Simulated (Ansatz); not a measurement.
One geometry of Si₂Cl, several levels of theory.

```yaml
crystal:
  periodic: [false, false, false]
  atoms:
    - {symbol: Si, position_ang: [-0.002219, 0.005642, -0.031449]}
    - {symbol: Si, position_ang: [0.121197, -0.377397, 2.066902]}
    - {symbol: Cl, position_ang: [-0.118978, 0.371756, -2.035453]}
basis:
  gaussian: {orbitals: def2-TZVP, initial_orbitals: start.molden}
magnetization: {spin_polarized: true, initial_magnetization: 1}
hamiltonian: {xc: {text: "exchange = 0.65*pbe_x + 0.35*exact_x\ncorrelation = pbe_c"}}
scf: {omitted_lower_state_checks: [starts]}
output: {orbitals: {seedname: orbitals}}
```

The file start.molden holds the orbitals of an earlier run on this structure, at another level or in another basis.

```sh
$ ansatz run in.yaml --threads 4 --pin off --events-out ev --progress --plain --max-ram 3916MiB
```

Output, abridged:

```
Functional definition: unnamed
824 factors; their error is unknown
mean field evaluation 1: about -28266.4856 eV, gradient 3.3e0 eV
mean field evaluation 2: about -28266.4974 eV, gradient 2.3e-2 eV
mean field evaluation 4: about -28266.6488 eV, gradient 1.2e-4 eV
mean field evaluation 8: about -28266.6488 eV, gradient 2.1e-5 eV
mean field -28266.64879257 eV, -1038.7801833041 hartree, gradient 7.8e-6 eV, S^2 0.758200; 0 other end points of the search recorded, 0 dependent functions left out
reference -28266.64881245 eV, -1038.7801840346 hartree; 23, 22 occupied and 88, 89 virtual orbitals, 824 factors
Total energy: -28266.64881245 eV, -1038.7801840346 hartree
Checks for a lower state left out: starts
```

It took 7.5 s on 4 threads of Arm Neoverse V1 on a shared host.

First input, but with `gaussian: {orbitals: def2-TZVPD, initial_orbitals: start.molden}`, `hamiltonian: {xc: pbe, dispersion: d4}` (abridged; 7 s):

```
Functional definition: PBE
mean field evaluation 16: about -28263.6690 eV, gradient 1.0e-6 eV
mean field -28263.66904382 eV, -1038.6706795575 hartree, gradient 1.0e-6 eV, S^2 0.755296
Total energy: -28263.77393638 eV, -1038.6745342879 hartree
Checks for a lower state left out: starts
```

As the first input, with `correlation: {method: mp2}` and without the key `hamiltonian` (abridged; 1.4 s):

```
Functional definition: HF
mean field -28226.84671760 eV, -1037.3174840280 hartree, gradient 2.0e-6 eV, S^2 1.162118
15 core orbitals not correlated: weight in the atoms' cores, before any rotation towards them, 1.000 or more for the frozen orbitals, at most 0.000 for the correlated occupied ones
second order -9.69012826 eV of doubles, -0.00000000 eV of singles
Total energy: -28236.53684587 eV, -1037.6735896735 hartree
Checks for a lower state left out: starts
```

First input, but with `hamiltonian: {xc: {name: PBE-QIDH}}` and without the key `output` (abridged; 10 s):

```
Functional definition: PBE-QIDH
mean field evaluation 16: about -28254.4749 eV, gradient 9.5e-7 eV
mean field evaluation 32: about -28254.4749 eV, gradient 1.5e-8 eV
mean field -28254.47485157 eV, -1038.3327992244 hartree, gradient 2.9e-6 eV, S^2 0.801975
15 core orbitals not correlated: weight in the atoms' cores, before any rotation towards them, 1.000 or more for the frozen orbitals, at most 0.000 for the correlated occupied ones
second order -11.78347295 eV of doubles, -0.00000000 eV of singles
Total energy: -28258.40268529 eV, -1038.4771444510 hartree
Checks for a lower state left out: starts
```

The first input with `gaussian: {orbitals: def2-TZVPD, initial_orbitals: start.molden}`, `hamiltonian: {xc: pbe0, dispersion: d4}` (abridged; 10 s):

```
Functional definition: PBE0
mean field -28265.78093153 eV, -1038.7482899993 hartree, gradient 1.9e-6 eV, S^2 0.757165
Total energy: -28265.87078271 eV, -1038.7515919694 hartree
Checks for a lower state left out: starts
```

The first input with `gaussian: {orbitals: def2-SVP, initial_orbitals: start.molden}`, `hamiltonian: {xc: pbe0, dispersion: d4}` (abridged; 1.9 s):

```
Functional definition: PBE0
mean field -28255.95356814 eV, -1038.3871410561 hartree, gradient 9.4e-6 eV, S^2 0.755689
Total energy: -28256.04340483 eV, -1038.3904424934 hartree
Checks for a lower state left out: starts
```

First input, but with `hamiltonian: {xc: {text: "exchange = 0.85*pbe_x + 0.15*exact_x\ncorrelation = pbe_c"}}` (abridged; 7 s):

```
Functional definition: unnamed
mean field -28264.89360276 eV, -1038.7156812685 hartree, gradient 7.4e-6 eV, S^2 0.756304
Total energy: -28264.89362877 eV, -1038.7156822242 hartree
Checks for a lower state left out: starts
```

Geometry: r2SCAN-D4/def2-TZVP.

Correlated methods freeze 15 core orbitals. At MP2/def2-TZVP the charge 0 doublet is spin-contaminated (final ⟨S²⟩ up to 1.16, 0.75 for a pure state). The structure comes from a short search, and lower isomers may exist.
